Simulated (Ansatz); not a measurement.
A made-up structure of CH$_{6}$NSi (charge -1), closed shell:

C1  (-1.050, 0.645, -0.970)
Si2  (0.436, 0.214, -0.134)
N3  (0.254, -1.155, 0.980)
H4  (-1.560, -0.017, -1.668)
H5  (-1.326, 1.695, -1.057)
H6  (0.969, 1.447, 0.582)
H7  (1.699, -0.311, -0.830)
H8  (1.089, -1.466, 1.463)
H9  (0.119, -0.507, -1.315)
(Å)

It is relaxed with PBE-D4/def2-SVPD and then PBE0-D4/def2-TZVPD (Ansatz 0.2.0). Atoms count as bonded within 1.22 times the sum of their covalent radii (H–H: 0.88 Å). The end point is not checked to be a true minimum.

**Question.** Does its bonding change? (Judge from chemistry; the calculation decides.)

**Answer.** Computed: Yes. Formed: C1–H9; broken: Si2–H9.

Where it ends: The first stage lowers the energy by 5.47 eV in 14 steps. It ends as CH₆NSi ([CH3][SiH2][NH]), total charge -1:
```xyz
9
angstrom
C -0.7400 0.4020 -1.2143
Si 0.5998 0.0850 0.0927
N 0.3437 -1.3753 0.8251
H -1.7295 0.3982 -0.7459
H -0.5937 1.3651 -1.7160
H 0.5697 1.3803 0.9265
H 1.9019 0.3346 -0.6922
H 1.0023 -1.6528 1.5450
H -0.7237 -0.3914 -1.9685
```

Labels in which every atom is bracketed show which atoms are joined, not bond orders.

For scale, one of the runs: PBE0-D4/def2-TZVPD relaxation, 171 basis functions, launched by `ansatz run in.yaml --threads 2 --pin off --events-out ev --progress --plain --max-ram 4352MiB`. Hardware: 2 CPU threads of an AMD EPYC 7R13, shared host. Wall time about 25 s.
